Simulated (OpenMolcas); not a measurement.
# AlHCl2 (SMILES [H][Al]([Cl])[Cl]) at SVWN5/STO-3G

Wanted: a single-point energy of AlHCl2. 

Program for the calculation: OpenMolcas 26.06.

2 further runs of the same task are left out: 1 for a known fault of the program, 1 set aside as unsound or not needed.

## (1) The molecule

AlHCl2: 4 atoms, total charge 0, spin state singlet. As SMILES, `[H][Al]([Cl])[Cl]`. One bond was lengthened or shortened from a relaxed shape.

Bond lengths: Al1–Cl2 2.528 Å, Al1–Cl3 2.023 Å, Al1–H4 1.522 Å. Angles: Cl2–Al1–Cl3 124.1°, Cl2–Al1–H4 118.0°, Cl3–Al1–H4 117.9°.

## (2) The energy at SVWN5/STO-3G

job.inp reads:

```
* AlCl2H Kohn-Sham DFT
&GATEWAY
BASLIB = $CurrDir
COORD
4
angstrom
Al      -0.552669      -0.055174      -0.004095
Cl       1.971850      -0.182600       0.014280
Cl      -1.600599       1.675376      -0.019505
H       -1.333329      -1.361144      -0.001695
BASIS = STO-3G
GROUP = NoSym
&SEWARD
GRIDINPUT
Grid=UltraFine
End of Grid
&SCF
KSDFT = SVWN5
THRESHOLDS = 1e-10 1e-07 1e-07 1e-05
PRORBITALS = 1 1
```

The basis set STO-3G is read from a file made from the Basis Set Exchange's data (not shown).

Launch:

```bash
$ export MOLCAS_MEM=1860
$ pymolcas job.inp > job.log
```

What values should one expect? Wanted: total energy; dipole moment; HOMO energy; LUMO energy; HOMO–LUMO gap.

Answer, from the run:

Level: SVWN5/STO-3G.

| quantity | value |
| --- | --- |
| total energy | -1146.44575 Eh |
| dipole moment | 3.00 D |
| HOMO energy | -3.98 eV |
| LUMO energy | 0.12 eV |
| HOMO–LUMO gap | 4.10 eV |

Mulliken charges run from -0.41 on Cl2 to +0.87 on Al1.
